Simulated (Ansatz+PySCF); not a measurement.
## doublet N₂(+): levels of theory in one basis

```csv
atom,x (Å),y (Å),z (Å)
N,0.0000,0.0000,-0.5548
N,0.0000,0.0000,0.5548
```

Basis set: STO-3G (spherical functions). Left uncorrelated: 2 orbitals. Correlation on ROHF uses semicanonical orbitals with singles. Charge 1, multiplicity 2.

Computed with Ansatz (development build ahead of 0.2.0); each method stands on the lowest determinant of its kind that the runs found.

```
      method  E − E(ROHF) (eV)  <S²> of the determinant
        ROHF              0.00                     0.75
         UHF             -0.56                     1.18
    ROHF-MP2             -5.11                        –
     UHF-MP2             -3.70                     1.18
   ROHF-CCSD             -5.42                        –
    UHF-CCSD             -5.43                     1.18
ROHF-CCSD(T)             -5.48                        –
 UHF-CCSD(T)             -5.48                     1.18
```

(1) What does full CI (lowest root of this spin) give on the same scale?

Answers

(1) -5.62 eV.

The restricted and unrestricted rows may stand on different electronic states: another unrestricted solution lies nearer the restricted one.

Caution for ROHF, UHF, ROHF-MP2, UHF-MP2, ROHF-CCSD, UHF-CCSD, ROHF-CCSD(T), UHF-CCSD(T): the determinant may break the point group. Caution for UHF, UHF-MP2, UHF-CCSD, UHF-CCSD(T): the unrestricted determinant is spin contaminated. Caution for ROHF-MP2, UHF-MP2: MP2 on this radical cation hangs on the determinant chosen; another reference gives a lower total. Caution for UHF-CCSD, UHF-CCSD(T): the program doubts this total.
